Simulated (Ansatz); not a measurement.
# C2H7B: a ladder of functionals and wavefunction methods

How much do the methods differ for C2H7B? The plan is to run it at one geometry with functionals of several rungs and with coupled cluster, and see how far each lands from CCSD(T) at the basis-set limit for the atomisation energy.

The runs use Ansatz 0.2.0, Gaussian basis; functionals in def2-TZVPP, the program's frozen cores in correlated methods.

The runs, in order: LDA (SPW92), PBE-D4, revPBE-D4, BLYP-D4, r2SCAN-D4, B97M-V, PBE0-D4, B3LYP-D4, r2SCANh-D4, r2SCAN0-D4, HSE06-D4, BHLYP-D4, CAM-B3LYP-D4, LC-ωPBE, ωB97X-V, ωB97M-V, B2PLYP, PBE-QIDH; CCSD(T)/def2-SVP; CCSD(T)/def2-TZVPP; CCSD(T)/def2-QZVPP; extrapolation to the limit; RPA on PBE.

### 1 The geometry

An earlier PBE0-D4 in a triple-zeta def2 set relaxation fixed the geometry.

10 atoms, charge 0, spin multiplicity 1.

Atoms are counted from 1 here; the program's logs count them from 0.

Bond lengths: B1–C2 1.551 Å, B1–H4 1.200 Å, B1–H5 1.199 Å, C2–C3 1.522 Å, C2–H6 1.102 Å, C2–H7 1.102 Å, C3–H8 1.093 Å, C3–H9 1.093 Å, C3–H10 1.093 Å. Angles: C2–B1–H4 122.2°, C2–B1–H5 119.5°, H4–B1–H5 118.3°, B1–C2–C3 118.3°, B1–C2–H6 106.6°, B1–C2–H7 106.4°, C3–C2–H6 111.1°, C3–C2–H7 111.1°, H6–C2–H7 102.1°, C2–C3–H8 112.2°, C2–C3–H9 111.1°, C2–C3–H10 111.1°, H8–C3–H9 107.6°, H8–C3–H10 107.6°, H9–C3–H10 107.0°.

### 2 LDA

This LDA is Slater exchange with PW92 correlation.

Contents of in.yaml:

```yaml
crystal:
  periodic: [false, false, false]
  atoms:
    - {symbol: B, position_ang: [-0.923210, 0.854798, -0.729486]}
    - {symbol: C, position_ang: [0.421651, 0.293702, -0.198976]}
    - {symbol: C, position_ang: [0.384679, -0.913562, 0.727584]}
    - {symbol: H, position_ang: [-1.979572, 0.366607, -0.436251]}
    - {symbol: H, position_ang: [-0.919642, 1.807106, -1.458273]}
    - {symbol: H, position_ang: [0.950743, 1.138143, 0.271351]}
    - {symbol: H, position_ang: [1.046765, 0.094146, -1.084459]}
    - {symbol: H, position_ang: [1.384300, -1.226748, 1.039260]}
    - {symbol: H, position_ang: [-0.190330, -0.697610, 1.631363]}
    - {symbol: H, position_ang: [-0.092286, -1.767782, 0.240887]}
basis:
  gaussian: {orbitals: def2-TZVPP}
hamiltonian: {xc: lda}
output: {orbitals: {seedname: orbitals}}
```

Started as:

```bash
ansatz run in.yaml --threads 2 --pin off --events-out ev --progress --plain --max-ram 32768MiB --backend cpu
```

Further steps of the session: PBE-D4 (GGA); revPBE-D4 (GGA); BLYP-D4 (GGA); r2SCAN-D4 (meta-GGA); B97M-V (meta-GGA); PBE0-D4 (hybrid); B3LYP-D4 (hybrid); r2SCANh-D4 (hybrid); r2SCAN0-D4 (hybrid); HSE06-D4 (hybrid); BHLYP-D4 (hybrid); CAM-B3LYP-D4 (range-separated); LC-ωPBE (range-separated); ωB97X-V (range-separated); ωB97M-V (range-separated); B2PLYP (double hybrid); PBE-QIDH (double hybrid); CCSD(T) in def2-SVP; CCSD(T) in def2-TZVPP; CCSD(T) in def2-QZVPP; RPA on PBE orbitals.

Before running them: what should the planned runs give, taken together? Wanted: atomisation energy, CCSD(T)/CBS; farthest beyond LDA; mean size of error, GGA; mean size of error, meta-GGA; mean size of error, hybrid; mean size of error, range-separated; mean size of error, double hybrid; gap, smallest and largest; T1 diagnostic.

**Answer**, as computed:

| quantity | value |
| --- | --- |
| atomisation energy, CCSD(T)/CBS | 38.097 eV |
| functionals within 0.190 eV (0.5 %) | revPBE-D4, BLYP-D4, r2SCANh-D4, r2SCAN0-D4, LC-ωPBE, B2PLYP, PBE-QIDH |
| farthest beyond LDA | PBE-D4 (+0.560 eV) |
| mean size of error, GGA | 0.244 eV |
| mean size of error, meta-GGA | 0.282 eV |
| mean size of error, hybrid | 0.246 eV |
| mean size of error, range-separated | 0.253 eV |
| mean size of error, double hybrid | 0.093 eV |
| gap, smallest and largest | 4.90 eV (LDA (SPW92)), 12.69 eV (LC-ωPBE) |
| T1 diagnostic | 0.0090 |
| triples share of the correlation energy | 3.3 % |

What this shows: LDA overbinds by 4.628 eV (12 %). PBE-D4 is off by +0.560 eV. Double hybrids carry the basis error of their MP2 part in triple zeta, and no dispersion term here, so their miss is partly the set-up's. Taken by rung, double hybrid functionals do best (0.093 eV on average) and meta-GGA ones worst beyond LDA (0.282 eV). Misses under about 0.190 eV are within the doubt on the reference itself, which lacks core-valence correlation, relativity and higher excitations. Hartree-Fock recovers 78 % of the binding; the rest is correlation. CCSD(T) in def2-SVP is off by -1.293 eV, so the small basis spoils what the method gains. The gap grows from 4.9 to 12.7 eV across the functionals, mostly with the share of exact exchange.
